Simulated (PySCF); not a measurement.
**Relaxation of triplet SiHCl**

Computed with UPBE0 in PySCF with Si def2-TZVP, H def2-TZVP, Cl def2-TZVP; no relativity; density-fitted integrals. A (50,194) grid was used.

A hand-made linear start, of C∞v symmetry, held to at least that symmetry:

```xyz
3
charge 0 multiplicity 3, angstrom
Si    0.0000    0.0000   -1.1523
H     0.0000    0.0000   -2.6323
Cl    0.0000    0.0000    0.9977
```

What does it relax to?

It ends at C∞v with Si–Cl 2.139 Å, Si–H 1.612 Å; Cl–Si–H 180.0°. A frequency run shows 2 imaginary modes, down to 1413i cm⁻¹, so it is a higher-order saddle point.

How much energy is released, and in how many steps?

8.5 kJ/mol in 4 steps.

At this level a singlet minimum of Cs symmetry lies 252 kJ/mol below this structure.
